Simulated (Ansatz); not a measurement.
```yaml
crystal:
  periodic: [false, false, false]
  atoms:
    - {symbol: N, position_ang: [-0.111575, 1.884863, 0.460851]}
    - {symbol: C, position_ang: [-0.146831, 0.693800, 0.099052]}
    - {symbol: C, position_ang: [0.739930, -0.456415, 0.299615]}
    - {symbol: C, position_ang: [0.020156, -1.353571, -0.387045]}
    - {symbol: S, position_ang: [-1.333077, -0.331265, -0.902833]}
    - {symbol: H, position_ang: [-0.908183, 2.430866, 0.141217]}
    - {symbol: H, position_ang: [1.674278, -0.522381, 0.838822]}
    - {symbol: H, position_ang: [0.157302, -2.403095, -0.605477]}
basis:
  gaussian: {orbitals: "6-31++G**"}
hamiltonian: {xc: {name: HF}}
correlation: {method: mp2}
output: {forces: true}
```

```sh
$ ansatz run in.yaml --threads 2 --pin off --events-out ev --progress --plain --max-ram 4352MiB
```

Shortened log:

```
Functional definition: HF
1048 factors; integrals over basis functions are off by at most 9.3e-4 eV
mean field evaluation 1: about -15431.7696 eV, gradient 3.8e1 eV
mean field evaluation 2: about -15431.9194 eV, gradient 3.7e1 eV
mean field evaluation 4: about -15435.5159 eV, gradient 4.7e0 eV
mean field evaluation 8: about -15435.6217 eV, gradient 5.8e-1 eV
mean field evaluation 16: about -15435.6261 eV, gradient 2.5e-6 eV
mean field -15435.62611909 eV, -567.2487972333 hartree, gradient 2.5e-6 eV, S^2 0.000000; 0 other end points of the search recorded, 0 dependent functions left out; unrestricted orbitals would lower it
9 core orbitals not correlated: weight in the atoms' cores, before any rotation towards them, 1.000 or more for the frozen orbitals, at most 0.000 for the correlated occupied ones
reference -15435.62611909 eV, -567.2487972333 hartree; 13, 13 occupied and 95, 95 virtual orbitals, 1048 factors
second order -18.63589181 eV of doubles, -0.00000000 eV of singles
Total energy: -15454.26201089 eV, -567.9336536254 hartree
Atom 0 at    -0.111575     1.884863     0.460851 Å, force     0.194944     1.396570     0.516016 eV/Å
Atom 1 at    -0.146831     0.693800     0.099052 Å, force    -0.133091    -1.220874    -0.428913 eV/Å
Atom 2 at     0.739930    -0.456415     0.299615 Å, force     0.794136     0.414964     0.593140 eV/Å
Atom 3 at     0.020156    -1.353571    -0.387045 Å, force    -0.266142    -0.709032    -0.361940 eV/Å
Atom 4 at    -1.333077    -0.331265    -0.902833 Å, force    -0.464692     0.006520    -0.275651 eV/Å
Atom 5 at    -0.908183     2.430866     0.141217 Å, force    -0.089823     0.065270    -0.034947 eV/Å
Atom 6 at     1.674278    -0.522381     0.838822 Å, force    -0.020569    -0.000561    -0.012419 eV/Å
Atom 7 at     0.157302    -2.403095    -0.605477 Å, force    -0.014762     0.047143     0.004715 eV/Å
Dipole moment:     0.012230    -0.254288    -0.065470 e Å
```

It took 3.3 s on 2 threads of an Arm Neoverse V1 on a shared host, with 0.41 GiB of host memory at the peak.
